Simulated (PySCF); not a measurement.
Species: C2H3F.
Cartesian coordinates in Å at the PBE0-D3(BJ)/def2-SVP level; atoms count from 1:
```
atom  x, y, z in Å
C1    -0.6782   -0.1325    0.0775
C2     0.6078    0.1492   -0.0795
F3     1.5229   -0.7793   -0.3387
H4    -1.0457   -1.1581    0.0007
H5    -1.3843    0.6715    0.2861
H6     1.0406    1.1531   -0.0154
```

The calculation used PySCF 2.14.0, PBE0-D3(BJ)/def2-SVP geometry optimisation, gas phase.

Masses are those of the commonest isotopes; rigid-rotor values at the optimised geometry. 

**Question.** Give the principal moments of inertia and the rotational constants in GHz.

**Answer.** Ia = 7.66, Ib = 47.53, Ic = 55.18 u·Å²; 505379 MHz·u·Å²/I gives 65996, 10634 and 9158 MHz, that is A = 65.996, B = 10.634, C = 9.1581 GHz.

**Question.** Classify the top.

**Answer.** A near-prolate asymmetric top. Ray's parameter κ = (2B − A − C)/(A − C) = -0.948; −1 is the prolate and +1 the oblate limit.

**Question.** What does the inertial defect say?

**Answer.** Planar: Δ = Ic − Ia − Ib = 0.00 u·Å². For a rigid frame Δ = −2 Σ m c², so it vanishes when all atoms lie in the ab plane; here none is more than 0.01 Å from it.

**Question.** Predict some low-J microwave lines.

**Answer.** The dipole components are |μa| = 1.02 D, |μb| = 0.73 D, |μc| = 0.00 D; the mirror of this Cs structure is the ab plane, so μc vanishes by symmetry and there are no c-type lines. Intensities carry the squares of the components, which stand as 1.00 : 0.50 (a : b). Some lines, for components of 0.1 D or more:

```csv
type,branch,"J(Ka,Kc)",MHz,lower level (cm⁻¹)
a,Q,"1(1,0) ← 1(1,1)",1476,2.507
a,Q,"2(1,1) ← 2(1,2)",4427,3.778
a,R,"1(0,1) ← 0(0,0)",19792,0.000
a,R,"2(1,2) ← 1(1,1)",38108,2.507
a,R,"2(0,2) ← 1(0,1)",39554,0.660
a,R,"2(1,1) ← 1(1,0)",41059,2.556
b,Q,"1(1,0) ← 1(0,1)",56838,0.660
b,Q,"2(1,1) ← 2(0,2)",58343,1.980
b,R,"1(1,1) ← 0(0,0)",75154,0.000
b,R,"2(1,2) ← 1(0,1)",93471,0.660
b,Q,"2(2,0) ← 2(1,1)",166117,3.926
b,Q,"2(2,1) ← 2(1,2)",170514,3.778
b,R,"2(2,1) ← 1(1,0)",207147,2.556
b,R,"2(2,0) ← 1(1,1)",208652,2.507
```

Not checked by PBE0-D3(BJ)/def2-SVP frequencies. Constants of a rigid frame at the computed geometry: no zero-point averaging, no centrifugal distortion.

The run took 5.8 s on an Arm Neoverse V1 with one thread, shared host with 64 logical CPUs at a one-minute load of 24, and the process peaked at 0.26 GiB of memory. These figures are those of the optimisation.
